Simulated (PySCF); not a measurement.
**Working with the constants of SO**

PBE0 constants of SO, ³Σ⁻ (triplet), unpaired electrons π ↑↑ (S def2-TZVP, O def2-TZVP; no relativity (PySCF 2.14); masses 31.9721 and 15.9949 u):

```
ωe              : 1202.2 cm⁻¹
ωexe            : 5.45 cm⁻¹
Be              : 0.72232 cm⁻¹
αe              : 0.00503 cm⁻¹
D (centrifugal) : 1.04e-06 cm⁻¹
De to S + O     : 5.47 eV
```

Problem. Give the vibrational terms G(v) and spacings up to v = 6.

Solution. G(v) = ωe(v+½) − ωexe(v+½)².

| v | G(v) (cm⁻¹) | G(v) − G(v−1) | Bv (cm⁻¹) |
| --- | --- | --- | --- |
| 0 | 599.7 |  | 0.7198 |
| 1 | 1791.0 | 1191.3 | 0.7148 |
| 2 | 2971.4 | 1180.4 | 0.7097 |
| 3 | 4140.9 | 1169.5 | 0.7047 |
| 4 | 5299.5 | 1158.6 | 0.6997 |
| 5 | 6447.2 | 1147.7 | 0.6947 |
| 6 | 7584.0 | 1136.8 | 0.6896 |

Problem. How well does the Morse estimate ωe²/(4ωexe) reproduce De, and what is D0?

Solution. It gives 8.22 eV, 150 % of the computed De. D0 = De − G(0) = 5.47 − 0.07 = 5.40 eV.

Measured values (Huber and Herzberg, Constants of Diatomic Molecules (1979)): ωe = 1149.22 cm⁻¹, ωexe = 5.63 cm⁻¹, Be = 0.7208171 cm⁻¹, αe = 0.0057367 cm⁻¹.

The state is the lowest determinant that a PBE0 search found; another state may lie lower at other levels.
